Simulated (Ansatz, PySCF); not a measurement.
Potential energy curve for Si(H)3(Me), CH₆Si, SMILES C[SiH3], singlet. The C2–H8 bond (C2 also carries H, H, Si; H8 carries nothing else) is varied alone, starting from the PBE0/def2-TZVP optimised geometry.

UHF/cc-pVDZ (Ansatz, a first-principles code); UKS-PBE0 = unrestricted PBE0/cc-pVDZ (Ansatz); RKS-B3LYP/6-31G* = restricted B3LYP/6-31G*, spherical d (PySCF).

Energies are in kJ/mol, each relative to the lowest point of its own curve near equilibrium.

| R / Å | UHF | UKS-PBE0 | RKS-B3LYP/6-31G* |
|---|---|---|---|
| 0.90 | 95.2 | 98.8 | 92.0 |
| 0.96 | 39.8 | 42.6 | 38.8 |
| 1.03 | 7.7 | 9.2 | 7.8 |
| 1.05 | 3.5 | ___ | 3.6 |
| 1.09 | 0.0 | 0.0 | 0.0 |
| 1.13 | 2.2 | 1.1 | ___ |
| 1.17 | 8.9 | 6.6 | ___ |
| 1.24 | 28.7 | 24.2 | 25.5 |
| 1.32 | 59.9 | 52.6 | 53.7 |
| 1.43 | 111.0 | 99.6 | 99.8 |
| 1.58 | 186.5 | 168.9 | 167.3 |
| 1.78 | 275.2 | 258.9 | 254.5 |
| 2.04 | 330.8 | 360.8 | 354.0 |
| 2.32 | ___ | 421.8 | 441.0 |
| 2.67 | 365.3 | 451.9 | 523.0 |
| 3.20 | ___ | ___ | 605.0 |

Complete the blanks.


- 1.05, UKS-PBE0: 4.4
- 1.13, RKS-B3LYP/6-31G*: 1.7
- 1.17, RKS-B3LYP/6-31G*: 7.6
- 2.32, UHF: 354.6
- 3.20, UHF: 369.6
- 3.20, UKS-PBE0: 465.0

The unrestricted determinant behind UHF is spin-contaminated at 1.78 to 3.20 Å (<S²> up to 1.0, against 0.00 for a pure singlet). The unrestricted determinant behind UKS-PBE0 is spin-contaminated at 2.04 to 3.20 Å (<S²> up to 1.0, against 0.00 for a pure singlet). The restricted form behind RKS-B3LYP/6-31G* keeps the bonding electrons paired and can't separate into open-shell fragments.
